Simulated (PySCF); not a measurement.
# Gas-phase XPS of silanethione, computed

Species: silanethione, H₂SSi.
Cartesian coordinates in Å at the GFN2-xTB level; atoms count from 1:
```
atom  x, y, z in Å
Si1   -0.069    0.005   -0.218
S2     1.901   -0.107   -0.357
H3    -0.886    1.113   -0.687
H4    -0.935   -1.006    0.367
```

Level of theory: PySCF, delta-SCF UKS SCAN, pcX-2 on the ionised atom, pcseg-1 elsewhere, spin-free X2C. Binding energies are ΔSCF values: E(core-ionised, relaxed orbitals) − E(ground state) at a fixed geometry, referred to the vacuum level.

Q: Give the core binding energies atom by atom.

A: 
| atom(s) | environment | level | binding energy (eV) | count |
| --- | --- | --- | --- | --- |
| Si1 | silicon bonded to S and 2 H | Si 1s | 1848.06 | 1 |
| S2 | sulfur bonded to Si | S 1s | 2476.35 | 1 |

Q: Which effective nuclear charge Zeff reproduces each element's mean 1s value in the hydrogen-like formula E = 13.606 eV × Zeff²?

A: Si (Z = 14): mean 1848.1 eV, Zeff = 11.65, Z − Zeff = 2.35; S (Z = 16): mean 2476.4 eV, Zeff = 13.49, Z − Zeff = 2.51. Means run over the listed sites, weighted by atom count.

Not every level is listed. Spin contamination (⟨S²⟩ against 0.75 for a pure doublet) is marked for Si 1s of Si1 (0.88), which makes this value less certain. Geometry: GFN2-xTB; no solvent, vibrations or thermal averaging.

Time: 4.3 s wall. Hardware: one thread, Arm Neoverse V2, on a shared host.
